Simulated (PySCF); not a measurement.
## Working out the ionisation energy of Ar

Ar [Ar] (1S) → Ar+ [Ne] 3s2 3p5 (2P). Calculation: PySCF 2.14, in x2c-TZVPall (5s5p2d1f, 37 functions); scalar relativity by spin-free X2C-1e. Frozen: [Ne]. Energies in hartree (1 hartree = 27.21139 eV):

```csv
part,Ar (lower),Ar+ (upper)
UHF,-528.613998,-528.079026
CCSD correlation,-0.222166,-0.188099
(T),-0.006715,-0.005249
```

Question: What does Hartree-Fock give?

Answer: (-528.079026) − (-528.613998) = 0.534972 hartree = 14.557 eV.

Question: What do CCSD and CCSD(T) give?

Answer: The CCSD correlation energies differ by 0.034067 hartree = 0.927 eV and the triples by 0.001466 hartree = 0.040 eV, so CCSD gives 15.484 eV and CCSD(T) 15.524 eV.

Measured between the centres of the two terms (NIST): 15.819 eV, so CCSD(T) (valence) is off by -0.295 eV.

What remains against the reference includes basis incompleteness, the frozen core and higher excitations.
